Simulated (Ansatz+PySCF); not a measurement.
## singlet CH₄: levels of theory in one basis

```json
{"atom": "C", "x (Å)": "0.0000", "y (Å)": "0.0000", "z (Å)": "0.0000"}
{"atom": "H", "x (Å)": "1.2680", "y (Å)": "1.2680", "z (Å)": "1.2680"}
{"atom": "H", "x (Å)": "0.6340", "y (Å)": "-0.6340", "z (Å)": "-0.6340"}
{"atom": "H", "x (Å)": "-0.6340", "y (Å)": "0.6340", "z (Å)": "-0.6340"}
{"atom": "H", "x (Å)": "-0.6340", "y (Å)": "-0.6340", "z (Å)": "0.6340"}
```

Basis set: cc-pVDZ (spherical functions). Correlated methods keep 1 orbital frozen. Charge 0, multiplicity 1.

Computed with Ansatz (development build ahead of 0.2.0); each method stands on the lowest determinant of its kind that the runs found. NEVPT2 correlates all electrons. Active spaces start from the frontier orbitals, and the lowest solution found is given.

| method | E − E(RHF) (eV) | <S²> of the determinant |
| --- | --- | --- |
| RHF | 0.00 | 0.00 |
| UHF | -1.24 | 0.80 |
| UHF-MP2 | -4.85 | 0.80 |
| RHF-CCSD | -5.89 | – |
| RHF-CCSD(T) | -6.15 | – |
| UHF-CCSD(T) | -6.06 | 0.80 |
| CASSCF(8,8) | -3.54 | – |
| SC-NEVPT2(8,8) | -5.60 | – |

What does RHF-MP2 give on the same scale?

-4.78 eV.

Is a single determinant a sound starting point here?

It is doubtful. Unrestricted orbitals lower Hartree–Fock by 1.24 eV and <S²> is 0.80 where a pure state has 0.00, a sign of strong static correlation. The CASSCF(8,8) natural occupations are 1.98, 1.98, 1.98, 1.73, 0.27, 0.02, 0.02, 0.02.

Caution for RHF, RHF-MP2, RHF-CCSD, RHF-CCSD(T): an unrestricted determinant lies well below. Caution for UHF, UHF-MP2, UHF-CCSD(T): the unrestricted determinant is a mixture of spin states. Caution for RHF-MP2, UHF-MP2, RHF-CCSD, RHF-CCSD(T), UHF-CCSD(T): large amplitudes, a single reference is doubtful. Caution for UHF-MP2, UHF-CCSD(T): a plain start can end on a higher determinant. Caution for UHF-CCSD(T): another reference gives a lower total.
